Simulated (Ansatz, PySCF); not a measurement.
Complex: CH5N (SMILES CN) (first 7 atoms) with CH5N (SMILES CN); geometry from S66by8 set.
(charge 0, multiplicity 1):
```tsv
atom	x (Å)	y (Å)	z (Å)
N	-2.0843	0.3172	-0.6912
H	-1.2557	-0.2677	-0.7416
H	-2.7462	-0.0725	-1.3495
C	-2.6443	0.2376	0.6562
H	-3.5384	0.8555	0.7174
H	-2.9084	-0.7696	0.9937
H	-1.9260	0.6449	1.3653
N	2.2554	-0.8106	-0.4192
H	2.5516	-0.5361	-1.3472
H	2.8789	-1.5583	-0.1440
C	2.4156	0.3246	0.4945
H	2.1454	0.0099	1.5001
H	3.4230	0.7463	0.5315
H	1.7231	1.1103	0.2018
```

Interaction energies are E(AB) − E(A) − E(B) at the monomers' geometry in the complex; basis-set methods are counterpoise corrected.

Correlated levels freeze the cores.

Programs: Ansatz (a program for electronic structure) with Gaussian orbitals; PySCF for the dispersion terms. Values without a source in brackets are computed.

Q: Estimate the interaction energy that PBE-D3(BJ)/def2-TZVPPD returns for this input.

A: -1.5 kcal/mol
